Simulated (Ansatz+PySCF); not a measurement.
Two shapes of singlet N2H2.

Shape 1:

```xyz
4

N     0.0000    0.0001   -0.6159
N     0.0000   -0.0001    0.6159
H     0.0000    0.9957   -0.9141
H     0.0000   -0.9957    0.9141
```

Shape 2:

```xyz
4

N     0.0000    0.0001   -0.6651
N     0.0000   -0.0001    0.6651
H     0.0000    1.0754   -0.9873
H     0.0000   -1.0754    0.9873
```

Basis set: def2-SVP (spherical functions). Correlated methods keep 2 orbitals frozen. Charge 0, multiplicity 1.

Computed with Ansatz (development build ahead of 0.2.0); each method stands on the lowest determinant of its kind that the runs found.

Question: Which shape is lower in energy, and by how much in each method?

Answer:

```json
{"method": "UHF", "E(2) − E(1) (eV)": "0.640"}
{"method": "RHF-MP2", "E(2) − E(1) (eV)": "0.426"}
{"method": "UHF-MP2", "E(2) − E(1) (eV)": "1.044"}
{"method": "RHF-CCSD(T)", "E(2) − E(1) (eV)": "0.413"}
{"method": "UHF-CCSD(T)", "E(2) − E(1) (eV)": "0.452"}
```

Shape 1 is lower. Caution for UHF, UHF-MP2, UHF-CCSD(T): the unrestricted determinant is spin contaminated; the determinant breaks the point group. Caution for RHF-MP2, RHF-CCSD(T): an unrestricted determinant lies well below. Caution for UHF-MP2, UHF-CCSD(T): another reference gives a lower total.
